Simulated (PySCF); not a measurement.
## HNO: from structure and modes to constants

Level of theory: PBE0/[N def2-TZVP, O def2-TZVP, H def2-TZVP], no relativity, density fitting, PySCF.

The singlet minimum has Cs symmetry. Masses (u): N 14.00307, O 15.99492, H 1.00782.

```xyz
3
charge 0 multiplicity 1, angstrom
N     0.4704    0.0000   -0.3780
O    -0.4962    0.0000    0.3159
H     1.3364    0.0000    0.2388
```

Harmonic wavenumbers (cm⁻¹): 1578.4 (a', ×1), 1725.7 (a', ×1), 2879.7 (a', ×1).

Task: Find the principal moments of inertia and the rotational constants. What kind of rotor is it?

Result: About the centre of mass I = 0.90035, 11.591, 12.491 u Å². With B = 16.8576/I this gives 18.72, 1.454, 1.35 cm⁻¹. The molecule is an asymmetric top with κ = -0.99.

Task: What is the harmonic zero-point energy?

Result: Half the sum of all 3 wavenumbers, 6184/2 = 3092 cm⁻¹, which is 37.0 kJ/mol (1 cm⁻¹ = 0.0119627 kJ/mol).

Task: Find the vibrational entropy and heat capacity at 298.15 K.

Result: With u = 1.43878 ω/T, each mode gives S = R[u/(eᵘ−1) − ln(1−e⁻ᵘ)] and C = R u² eᵘ/(eᵘ−1)².
```tsv
ω (cm⁻¹)	u	S (J/(mol K))	C (J/(mol K))
1578.4	7.617	0.04	0.24
1725.7	8.328	0.02	0.14
2879.7	13.897	0.00	0.00
```
The sums over all modes are S = 0.1 and C = 0.4 J/(mol K); the softest mode gives 65 % of the entropy.

Task: Give the standard entropy (298.15 K, 1 bar) by its translational, rotational, vibrational and spin parts, and Cp.

Result: Sackur–Tetrode with M = 31.01 u gives 151.7; rotation with symmetry number 1 gives 68.8; vibration 0.1; spin R ln 1 = 0.0. The total is 220.5 J/(mol K), and Cp = 4 R + 0.4 = 33.6 J/(mol K).

Other isomers or separated fragments may lie lower.
